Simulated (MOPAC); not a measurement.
MOPAC input (PM7):

```
PM7 1SCF UHF MS=0.5 GEO-OK AUX(PRECISION=9) THREADS=1
C3H5

C     1.32056975 1    0.24404560 1    0.00357452 1
C     0.02503662 1    0.39748417 1   -0.00625528 1
H     1.77580417 1   -0.75008802 1    0.02216143 1
H     2.00843188 1    1.08316633 1   -0.00602326 1
C    -1.20712725 1   -0.39301893 1   -0.00053230 1
H    -0.98200093 1   -1.46922903 1    0.01806834 1
H    -1.82155905 1   -0.16328037 1    0.87335447 1
H    -1.81155081 1   -0.19163398 1   -0.88828261 1
```

Output:

```
 *******************************************************************************
 **                                                                           **
 **                              MOPAC v23.2.5                                **
 **                                                                           **
 *******************************************************************************
 ** MOPAC's Digital Object Identifier: https://doi.org/10.5281/zenodo.6511958 **
 **                                                                           **
 ** Please cite the open-source release paper for use of this MOPAC version:  **
 ** J. E. Moussa and J. J. P. Stewart (2026)                                  **
 ** MOPAC: An open-source semiempirical molecular orbital program             **
 ** J. Open Source Softw., 11(119), 8025, https://doi.org/10.21105/joss.08025 **
 *******************************************************************************

                              PM7 CALCULATION RESULTS

 *******************************************************************************
 *  PM7        - The PM7 Hamiltonian to be used
 *  GEO-OK     - OVERRIDE INTERATOMIC DISTANCE AND OTHER SAFETY CHECKS
 *  UHF        - UNRESTRICTED HARTREE-FOCK CALCULATION
 *  MS=        - IN MECI, MAGNETIC COMPONENT OF SPIN =  0.5
 *  1SCF       - DO 1 SCF AND THEN STOP
 *  AUX        - OUTPUT AUXILIARY INFORMATION
 *******************************************************************************
PM7 1SCF UHF MS=0.5 GEO-OK AUX(PRECISION=9) THREADS=1
 C3H5

   ATOM   CHEMICAL          X               Y               Z
  NUMBER   SYMBOL      (ANGSTROMS)     (ANGSTROMS)     (ANGSTROMS)

     1       C          1.32056975  *   0.24404560  *   0.00357452  *
     2       C          0.02503662  *   0.39748417  *  -0.00625528  *
     3       H          1.77580417  *  -0.75008802  *   0.02216143  *
     4       H          2.00843188  *   1.08316633  *  -0.00602326  *
     5       C         -1.20712725  *  -0.39301893  *  -0.00053230  *
     6       H         -0.98200093  *  -1.46922903  *   0.01806834  *
     7       H         -1.82155905  *  -0.16328037  *   0.87335447  *
     8       H         -1.81155081  *  -0.19163398  *  -0.88828261  *

          CARTESIAN COORDINATES

    NO.       ATOM           X           Y           Z

     1         C          1.3206      0.2440      0.0036
     2         C          0.0250      0.3975     -0.0063
     3         H          1.7758     -0.7501      0.0222
     4         H          2.0084      1.0832     -0.0060
     5         C         -1.2071     -0.3930     -0.0005
     6         H         -0.9820     -1.4692      0.0181
     7         H         -1.8216     -0.1633      0.8734
     8         H         -1.8116     -0.1916     -0.8883

 General Reference for PM7:
 "Optimization of Parameters for Semiempirical Methods VI: More Modifications to the
 NDDO Approximations and Re-optimization of Parameters", J. J. P. Stewart, J. Mol. Mod., 1:32, 19 (2013)
 https://link.springer.com/article/10.1007/s00894-012-1667-x

           Empirical Formula: C3 H5  =     8 atoms

      MOLECULAR POINT GROUP   :   Cs

          UHF CALCULATION, NO. OF ALPHA ELECTRONS =    9
                           NO. OF BETA  ELECTRONS =    8

 -------------------------------------------------------------------------------
 PM7 1SCF UHF MS=0.5 GEO-OK AUX(PRECISION=9) THREADS=1
 C3H5

     1SCF WAS SPECIFIED, SO BFGS WAS NOT USED
     SCF FIELD WAS ACHIEVED

                              PM7 CALCULATION
                                                       MOPAC v23.2.5 Linux

          FINAL HEAT OF FORMATION =         48.25144 KCAL/MOL =     201.88401 KJ/MOL

          COSMO AREA              =         90.35 SQUARE ANGSTROMS
          COSMO VOLUME            =         72.29 CUBIC ANGSTROMS

          IONIZATION POTENTIAL    =          9.161601 EV
          ALPHA SOMO LUMO (EV)    =         -9.162  1.281
          BETA  SOMO LUMO (EV)    =        -10.218  0.703
          NO. OF ALPHA ELECTRONS  =          9
          NO. OF BETA  ELECTRONS  =          8
          MOLECULAR WEIGHT        =         41.0725         POINT GROUP:  Cs

          MOLECULAR DIMENSIONS (Angstroms)

            Atom       Atom       Distance
            H     8    H     4     4.12259
            H     7    H     3     2.27834
            H     6    H     4     1.58292

          SCF CALCULATIONS        =          1

   ATOM   CHEMICAL          X               Y               Z
  NUMBER   SYMBOL      (ANGSTROMS)     (ANGSTROMS)     (ANGSTROMS)

     1       C          1.32056975  *   0.24404560  *   0.00357452  *
     2       C          0.02503662  *   0.39748417  *  -0.00625528  *
     3       H          1.77580417  *  -0.75008802  *   0.02216143  *
     4       H          2.00843188  *   1.08316633  *  -0.00602326  *
     5       C         -1.20712725  *  -0.39301893  *  -0.00053230  *
     6       H         -0.98200093  *  -1.46922903  *   0.01806834  *
     7       H         -1.82155905  *  -0.16328037  *   0.87335447  *
     8       H         -1.81155081  *  -0.19163398  *  -0.88828261  *

                             CARTESIAN COORDINATES

   1    C        1.320569750     0.244045600     0.003574520
   2    C        0.025036620     0.397484170    -0.006255280
   3    H        1.775804170    -0.750088020     0.022161430
   4    H        2.008431880     1.083166330    -0.006023260
   5    C       -1.207127250    -0.393018930    -0.000532300
   6    H       -0.982000930    -1.469229030     0.018068340
   7    H       -1.821559050    -0.163280370     0.873354470
   8    H       -1.811550810    -0.191633980    -0.888282610

           Empirical Formula: C3 H5  =     8 atoms

      MOLECULAR POINT GROUP   :   Cs

          ALPHA EIGENVALUES
 -27.43226 -24.52572 -18.02575 -15.59141 -14.71860 -14.62655 -13.38629 -10.27788
  -9.16160   1.28106   4.24186   5.21639   5.40551   5.83561   6.14539   6.44637
   6.85465

           BETA EIGENVALUES
 -27.25828 -24.42425 -17.65697 -15.06627 -14.61458 -14.36437 -13.23611 -10.21805
   0.70336   1.60749   4.51362   5.34302   5.43570   6.03830   6.23773   6.47082
   6.99497

              NET ATOMIC CHARGES AND DIPOLE CONTRIBUTIONS

  ATOM NO.   TYPE          CHARGE      No. of ELECS.   s-Pop       p-Pop
    1          C          -0.423847        4.4238     1.08522     3.33862
    2          C           0.033057        3.9669     1.19224     2.77470
    3          H           0.168158        0.8318     0.83184
    4          H           0.170783        0.8292     0.82922
    5          C          -0.451873        4.4519     1.04389     3.40798
    6          H           0.166070        0.8339     0.83393
    7          H           0.168826        0.8312     0.83117
    8          H           0.168826        0.8312     0.83117
 DIPOLE           X         Y         Z       TOTAL
 POINT-CHG.    -0.712    -0.758     0.008     1.040
 HYBRID         0.017    -0.322     0.005     0.323
 SUM           -0.695    -1.080     0.013     1.284

          ATOMIC ORBITAL ELECTRON POPULATIONS

     Atom    s        px        py        pz
    1  C   1.08522   1.05191   1.13619   1.15052
    2  C   1.19224   0.94985   0.94906   0.87578
    3  H   0.83184
    4  H   0.82922
    5  C   1.04389   1.09678   1.12603   1.18518
    6  H   0.83393
    7  H   0.83117
    8  H   0.83117

                    (SZ)    =    0.500000
                    (S**2)  =    0.776445

          ATOMIC ORBITAL SPIN POPULATIONS

    Atom   Total    s     px     py     pz
         Atomic
    1  C -0.1840 -0.008 -0.013 -0.010 -0.153
    2  C  1.0564  0.114  0.072  0.722  0.148
    3  H  0.0597  0.060
    4  H  0.0271  0.027
    5  C -0.0074 -0.000 -0.011  0.006 -0.002
    6  H  0.0335  0.034
    7  H  0.0073  0.007
    8  H  0.0073  0.007

 **********************
 *                    *
 * JOB ENDED NORMALLY *
 *                    *
 **********************

 == MOPAC DONE ==
```
